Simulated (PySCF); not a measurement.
# A search over the determinants of SH

Unrestricted PBE0; H pcseg-1, S pcseg-1; no relativity (PySCF 2.14). Outer shells of the fragments: H 1s1; S 3s2 3p4.

Followed along the bond (rough minima from three points):

```
2Ms+1   unpaired  ⟨S²⟩ at the start  R at minimum (Å)  Te (eV)
    2        π ↑               0.75              1.36     0.00
    4  σ ↑, π ↑↑               3.75  none in the scan   ≤ 4.74
```

Solutions found at the starting distance of 1.305 Å, counted from the lowest of them; the search is not exhaustive and high or unbound solutions are not listed, so other states can lie among these:

| 2Ms+1 | unpaired | term | E (eV) | ⟨S²⟩ | ⟨Lz²⟩ | μ (D) |
| --- | --- | --- | --- | --- | --- | --- |
| 2 | π ↑ | ²Π | 0.00 | 0.75 | 1.01 | -1.12 |
| 2 | σ ↑ | ²Σ⁺ | 3.98 | 0.76 | 0.00 | -1.40 |
| 4 | σ ↑, π ↑↑ | ⁴Σ⁻ | 5.95 | 3.75 | 0.00 | 1.34 |
| 4 | σ ↑↑, π ↑ | ⁴Π | 8.97 | 3.75 | 1.01 | 1.00 |

A term symbol is given only where ⟨S²⟩ and ⟨Lz²⟩ are close to those of a pure state; real π, δ and φ orbitals otherwise mix terms. A positive dipole means H(−)S(+).

Counting both spins, an empty level lies below a filled one in some of these solutions, because spin and occupation are held.
